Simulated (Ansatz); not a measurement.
A calculation with Ansatz (development build ahead of 0.2.0).

```yaml
crystal:
  periodic: [false, false, false]
  atoms:
    - { symbol: C, position_ang: [-1.0e-05, 0.0, 9.0e-05] }
    - { symbol: O, position_ang: [1.0e-05, 3.0e-05, 1.16349] }
    - { symbol: O, position_ang: [6.0e-05, 6.0e-05, -1.16364] }
basis:
  gaussian: { orbitals: STO-3G }
hamiltonian:
  xc: hf
```

The input is written out in the form of the current development build from the run's settings.

The run gave:

- Converged: yes
- Total energy: -185.06560 hartree
- Spin squared of the determinant: 0.000
